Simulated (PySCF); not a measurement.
Bond length, frequency and bond energy of OH by level of theory

State: ²Π (doublet), unpaired electrons π ↑. Set-up: basis H cc-pVDZ, O cc-pVDZ; no relativity; PySCF 2.14. De refers to H + O in their high-spin ground configurations, without counterpoise correction. The functionals are run spin-unrestricted. A positive dipole means H(−)O(+).

```json
{"Level": "UHF", "Re (Å)": "0.958", "ωe (cm⁻¹)": "4010", "De (eV)": "2.79", "μ (D)": "-1.79"}
{"Level": "UHF-MP2", "Re (Å)": "0.975", "ωe (cm⁻¹)": "3791", "De (eV)": "4.07", "μ (D)": "n/a"}
{"Level": "UHF-SCS-MP2", "Re (Å)": "0.976", "ωe (cm⁻¹)": "3766", "De (eV)": "4.08", "μ (D)": "n/a"}
{"Level": "UHF-CCSD", "Re (Å)": "0.978", "ωe (cm⁻¹)": "3725", "De (eV)": "4.06", "μ (D)": "n/a"}
{"Level": "UHF-CCSD(T)", "Re (Å)": "0.980", "ωe (cm⁻¹)": "3704", "De (eV)": "4.09", "μ (D)": "n/a"}
{"Level": "LDA", "Re (Å)": "0.994", "ωe (cm⁻¹)": "3535", "De (eV)": "5.11", "μ (D)": "-1.70"}
{"Level": "PBE", "Re (Å)": "0.993", "ωe (cm⁻¹)": "3519", "De (eV)": "4.50", "μ (D)": "-1.63"}
{"Level": "PW91", "Re (Å)": "0.992", "ωe (cm⁻¹)": "3519", "De (eV)": "4.51", "μ (D)": "-1.63"}
{"Level": "r²SCAN", "Re (Å)": "0.981", "ωe (cm⁻¹)": "3664", "De (eV)": "4.48", "μ (D)": "-1.69"}
{"Level": "PBE0", "Re (Å)": "0.979", "ωe (cm⁻¹)": "3705", "De (eV)": "4.34", "μ (D)": "-1.69"}
{"Level": "M06", "Re (Å)": "0.978", "ωe (cm⁻¹)": "3710", "De (eV)": "4.40", "μ (D)": "-1.72"}
```

The bond length runs from 0.958 Å (UHF) to 0.994 Å (LDA). De spans 2.79 eV (UHF, mean field) to 5.11 eV (LDA, local density). Correlation at CCSD(T) changes the Hartree–Fock bond energy by +1.30 eV; the triples alone change it by +0.03 eV.

Correlated steps freeze 1 core orbital. Correlated levels converge slowly with the basis: in double zeta they bind strong bonds too weakly, by up to about 1 eV, and carry superposition errors of some tenths. The state was picked by a PBE0 search and need not be the measured ground state.
